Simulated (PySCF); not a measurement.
# Partial charges of formyl chloride

Species: formyl chloride, CHClO.
Atom-mapped SMILES: `[O:1]=[CH:2][Cl:3]` (hydrogens: H4 on C2)

Density: PBE0/pcSseg-1 (PySCF); schemes: Mulliken, IAO, Hirshfeld and ESP-fitted. Isolated species at its GFN2-xTB geometry, gas phase.

Problem. Do the Mulliken, IAO, Hirshfeld and ESP-fitted schemes agree on where the charge is lowest?

Solution. All schemes agree: Mulliken O1 (-0.285); IAO O1 (-0.324); Hirshfeld O1 (-0.188); ESP-fitted O1 (-0.333).

Problem. Do the Mulliken, IAO, Hirshfeld and ESP-fitted schemes agree on where the charge is highest?

Solution. All schemes agree: Mulliken C2 (+0.252); IAO C2 (+0.230); Hirshfeld C2 (+0.153); ESP-fitted C2 (+0.375).

Problem. At which atom do the 4 schemes differ most?

Solution. At C2: from +0.153 (Hirshfeld) to +0.375 e (ESP-fitted), 0.222 e apart.

Problem. Give the atomic charges in each scheme.

Solution. In e:

```json
{"atom": "O1", "environment": "carbonyl oxygen", "Mulliken": "-0.285", "IAO": "-0.324", "Hirshfeld": "-0.188", "ESP-fitted": "-0.333"}
{"atom": "C2", "environment": "acyl halide carbon", "Mulliken": "+0.252", "IAO": "+0.230", "Hirshfeld": "+0.153", "ESP-fitted": "+0.375"}
{"atom": "Cl3", "environment": "chlorine bonded to C", "Mulliken": "-0.113", "IAO": "-0.053", "Hirshfeld": "-0.038", "ESP-fitted": "-0.126"}
{"atom": "H4", "environment": "formyl hydrogen", "Mulliken": "+0.146", "IAO": "+0.148", "Hirshfeld": "+0.073", "ESP-fitted": "+0.083"}
```

Mean size of the charges over all atoms: ESP-fitted 0.229 e, Mulliken 0.199 e, IAO 0.189 e, Hirshfeld 0.113 e. Each set sums to the total charge, 0, to within 0.001 e. The Hirshfeld scheme divides the density at each point in proportion to the densities of the neutral, spherically averaged free atoms. The ESP scheme is a least-squares fit of atom-centred charges to the potential on four shells outside the van der Waals surface, with the total charge fixed.

Problem. How many electrons does the ESP-fitted scheme count on O1?

Solution. Z − q = 8 − (-0.333) = 8.333.

These values come from a run that also computed NMR shieldings. The run took 3.0 s of wall time (with the writing of density and orbital grids) on an Arm Neoverse V2 with one thread, on a shared host.
